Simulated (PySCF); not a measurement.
**Computed data sheet: `C#C[C@@H](C)C#N`**

Compound: C5H5N.
Cartesian coordinates in Å at the GFN2-xTB level; atoms count from 1:
```xyz
11
C5H5N angstrom
C      2.2100   -0.7757    0.3409
C      1.2019   -0.1885    0.0783
C     -0.0423    0.5080   -0.2173
C     -1.1634   -0.4810   -0.5688
C     -0.4128    1.2942    0.9437
N     -0.7100    1.9044    1.8624
H      3.0995   -1.2884    0.5552
H      0.1246    1.1995   -1.0551
H     -1.3429   -1.1587    0.2633
H     -2.0839    0.0555   -0.7897
H     -0.8753   -1.0667   -1.4390
```

Among its groups: nitrile and alkyne.

GFN2-xTB geometry:

```yaml
Point_group_of_the_GFN2-xTB_geometry: C1
Rotational_constants_A_B_C_of_the_GFN2-xTB_geometry: 5.447, 2.970, 2.065 GHz
```

B3LYP/def2-SVPD ground state and vertical TDDFT (core frozen in the response) (PySCF):

```yaml
Dipole_moment: 3.84 D
HOMO_energy: -8.26 eV
LUMO_energy: -0.24 eV
HOMO–LUMO_gap: 8.02 eV
Lowest_singlet_excitation: 6.58 eV (188 nm, f = 0.001)
Strongest_line_among_the_8_lowest_singlet_transitions: S4 at 7.35 eV (169 nm, f = 0.051)
Lowest_triplet_excitation_Tamm–Dancoff: 5.48 eV
Static_isotropic_polarisability: 60.1 au
Electronic_spatial_extent_⟨r²⟩_about_the_centre_of_nuclear_charge: 590 bohr²
```

Monoisotopic mass (most abundant isotopes): 79.0422 u.

No computed singlet falls in the visible range (750 to 380 nm, 1.65 to 3.26 eV); S1 lies 3.32 eV above its blue end. The principal polarisabilities are 46.4, 59.8 and 74.0 au; their mean is the isotropic value. The polarisability is 8.90 Å³ as a volume (1 au = 0.148185 Å³), or 1.43 au for each of the 42 electrons. In wavenumbers S1 is 53100 cm⁻¹ (1 eV = 8065.54 cm⁻¹). A dipole of 3.84 D is allowed in C1, and pure rotational transitions are dipole-allowed. With B = h/(8π²I), that is 505.379 GHz u Å² over I, the principal moments of inertia are 92.8, 170.1 and 244.7 u Å² (most abundant isotopes); the inertial defect Ic − Ia − Ib is -18.2 u Å² (zero for a rigid planar frame, negative otherwise). The vertical singlet–triplet gap S1 − T1 is 1.10 eV (TDDFT singlet less Tamm–Dancoff triplet; S1: HOMO→LUMO+1, weight 0.63; T1: HOMO−1→LUMO+1, weight 0.40).

Geometry: GFN2-xTB; no solvent, vibrations or thermal averaging.
